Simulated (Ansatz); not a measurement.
Basis-set extrapolation for H$_{2}$MgO, SMILES `[OH][MgH]` (PBE0-D4/def2-TZVP geometry, frozen core, Ansatz). Multiplicity 1, RHF reference. For Mg the program correlates outer-core shells too, which these sets cover unevenly, so the extrapolated numbers aren't a true limit.

```
                      def2-TZVPP   def2-QZVPP
                 HF  -275.694561  -275.707930
    MP2 correlation    -0.456145    -0.518357
CCSD(T) correlation    -0.480318    -0.544267
```

Energies in hartree. Use E(X) = E(∞) + A·exp(−7.88·√X) for Hartree–Fock and E(X) = E(∞) + B·X^(−2.97) for correlation, with X = 3 and 4.

Question: What is the CCSD(T) energy at the basis-set limit?

Answer: HF limit: -275.707930 + (-0.013369) × 0.13774 = -275.70977. Correlation limit: -0.544267 + (-0.063949) × 0.74074 = -0.59164. Total: -276.30141 hartree, 332.2 kJ/mol below CCSD(T)/def2-TZVPP.
